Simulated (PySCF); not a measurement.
# CF4: the cost of one run

Computed with PySCF 2.14.0, with density-fitted response routines of our own, on a single molecule in the gas phase. Atoms count from 0, in the outputs and in this text.

### 1 Starting geometry

5 atoms, charge 0, multiplicity 1; geometry from: GFN2-xTB. The atoms were then displaced at random by about 0.01 Å, so the start is not that level's minimum.

Bonds of the start (Å): F0–C1 1.30, C1–F2 1.32, C1–F3 1.34, C1–F4 1.31.

### 2 Relaxing the molecule at PBE0-D3(BJ)/def2-SVP

The job: settings as JSON, then the geometry in Å.

```
{"job": {"xc": "PBE0", "basis": "def2-SVP", "d3": "d3bj", "grid": 1, "shake": 0.01, "kind": "geom"}, "charge": 0, "multiplicity": 1}
F      0.402730     1.088440    -0.584190
C     -0.003940    -0.003960    -0.005600
F     -0.535250    -0.812620    -0.907670
F      1.072710    -0.572600     0.557430
F     -0.902670     0.266770     0.902130
```

On the command line:

```console
$ OMP_NUM_THREADS=1 python probes_run.py task.json out
```

One launch serves the whole session: the jobs run in the order shown.

Q: Estimate the wall time and peak memory of this first job on 1 thread of Arm Neoverse N1, shared host.

About 11 s, with a peak of 0.31 GiB.
